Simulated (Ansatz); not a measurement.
Z-matrix (Å, degrees):
```
N
B 1 1.384
H 1 1.010 2 122.8
H 1 1.003 2 122.5 3 180.0
F 2 1.324 1 122.6 3 0.0
```

Charge 0, multiplicity 2.

Problem. List the PBE0/def2-TZVPP orbital energies in eV (Ansatz 0.2.0). (An estimate is asked.)

Solution. Computed: α occupied: -674.14, -391.67, -186.26, -33.83, -24.80, -15.80, -14.81, -14.22, -12.90, -12.38, -8.79, -6.01. α empty: 0.64, 1.03, 2.17, 2.33, 3.89, 3.93, 3.95, 7.26. β occupied: -674.07, -391.64, -185.90, -33.68, -24.71, -15.61, -14.55, -13.94, -12.81, -12.03, -8.78. β empty: -1.21, 1.32, 1.56, 2.42, 2.71, 4.24, 4.45, 5.12. ⟨S²⟩ = 0.753.
